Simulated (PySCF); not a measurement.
Species: 2,3-dihydrofuran, C4H6O.
SMILES: `C1=COCC1`

Computed, not measured: PySCF, TDDFT B3LYP/def2-SVPD, vertical, gas phase, core orbitals frozen in the response. Geometry: GFN2-xTB; no solvent, vibrations or thermal averaging.

Each state is given a Gaussian of 0.25 eV full width at half maximum, with ε(max) = 2.175×10⁸ f / Δν̃ (Δν̃ the width in cm⁻¹). The width is an assumption, not a result. The curve ends short of the highest state used, and states not computed would add to its high-energy end.

λ (nm), ε (L mol⁻¹ cm⁻¹) and a bar:
```
    179.7       1672 ####
    181.9        669 #
    184.0        179 
    186.2        100 
    188.4        246 #
    190.5        496 #
    192.7        830 ##
    194.8       1484 ###
    197.0       3551 ########
    199.1       7699 ################
    201.3      12623 ###########################
    203.4      14157 ##############################
    205.6      11034 #######################
    207.7       6222 #############
    209.9       2454 #####
    212.1        708 #
    214.2        179 
    216.4         95 
    218.5        193 
    220.7        407 #
    222.8        642 #
    225.0        793 ##
    227.1        761 ##
    229.3        574 #
    231.4        354 #
    233.6        172 
    235.7         71 
    237.9         23 
    240.1          6 
    242.2          2
```

Question: Where are the band maxima, and which computed states make them?

Answer: 226 nm (5.49 eV), ε about 800, made up of S1 (100%); 203 nm (6.11 eV), ε about 14000, made up of S2 (100%) (ε in L mol⁻¹ cm⁻¹; maxima over ε = 5, shares over 10%). At its high-energy end, 6.90 eV, the curve is still rising (ε about 1700, from S6). The states used: S1 5.49 eV (f 0.0074); S2 6.11 eV (f 0.132); S3 6.34 eV (f 0.0053); S4 6.47 eV (f 0.0030); S5 6.90 eV (f 0.0002); S6 6.98 eV (f 0.021); S7 7.24 eV (f 0.012); S8 7.50 eV (f 0.012).

Question: What would ε be at 6.11 eV, the highest of these maxima, with half the width (0.125 eV)?

Answer: About 28300 L mol⁻¹ cm⁻¹ against 14200, a factor of about 1.99; a lone state at its own centre would give exactly 2.

Question: Coming from long wavelengths, where does ε first pass 100 L mol⁻¹ cm⁻¹?

Answer: At about 235 nm (5.28 eV), 0.22 eV below S1.

Question: On this curve, what absorbance would a 10⁻⁵ mol/L sample give at 193 nm over a 1 cm path?

Answer: 193 nm is 6.424 eV, where ε is about 890 L mol⁻¹ cm⁻¹, so A = ε c l ≈ 0.0089 (Beer–Lambert, with the gas-phase spectrum and the assumed width).

On Arm Neoverse V1, one thread, shared host, this took 12 s wall.
